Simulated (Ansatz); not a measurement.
The input, for Ansatz 0.2.0:

```yaml
crystal:
  periodic: [false, false, false]
  atoms:
    - {symbol: B, position_ang: [0.334725, 0.000000, 0.975273]}
    - {symbol: Be, position_ang: [-0.410499, 0.000000, -0.926313]}
    - {symbol: H, position_ang: [0.080143, 0.000000, -2.178284]}
basis:
  gaussian: {orbitals: cc-pVDZ}
magnetization: {spin_polarized: false}
correlation: {method: ccsdtq, electrons: outside_noble_gas}
```

```sh
$ ansatz run in.yaml --threads 1 --pin off --events-out ev --progress --plain --max-ram 2393MiB
```

Question: Roughly how long does this take on 1 thread of AMD EPYC 9B45, shared host, and how much host memory?

Answer: 10 s wall and 0.24 GiB.

```
590 factors; integrals over basis functions are off by at most 1.8e-7 eV
mean field evaluation 1: about -1079.5369 eV, gradient 1.0e1 eV
mean field evaluation 2: about -1079.5752 eV, gradient 1.1e1 eV
mean field evaluation 4: about -1080.6679 eV, gradient 1.2e0 eV
mean field evaluation 8: about -1080.6923 eV, gradient 3.3e-3 eV
mean field evaluation 16: about -1080.6098 eV, gradient 1.2e0 eV
mean field evaluation 32: about -1073.4738 eV, gradient 2.1e1 eV
mean field evaluation 64: about -1077.7295 eV, gradient 6.9e0 eV
mean field evaluation 96: about -1077.8601 eV, gradient 6.3e-1 eV
mean field evaluation 128: about -1077.9938 eV, gradient 2.4e-1 eV
mean field evaluation 160: about -1063.6152 eV, gradient 7.4e-1 eV
...
cycle  14  -3.60740555 eV  change   -5.6e-5 eV  update   4.4e-5
cycle  15  -3.60736179 eV  change    4.4e-5 eV  update   3.1e-5
cycle  16  -3.60734042 eV  change    2.1e-5 eV  update   2.0e-5
cycle  17  -3.60733786 eV  change    2.6e-6 eV  update   1.3e-5
cycle  18  -3.60734745 eV  change   -9.6e-6 eV  update   8.8e-6
cycle  19  -3.60735934 eV  change   -1.2e-5 eV  update   4.6e-6
cycle  20  -3.60736267 eV  change   -3.3e-6 eV  update   2.4e-6
cycle  21  -3.60736170 eV  change    9.6e-7 eV  update   1.4e-6
cycle  22  -3.60736068 eV  change    1.0e-6 eV  update   7.9e-7
cycle  23  -3.60736021 eV  change    4.7e-7 eV  update   4.7e-7
Total energy: -1084.29968242 eV, -39.8472783642 hartree
```
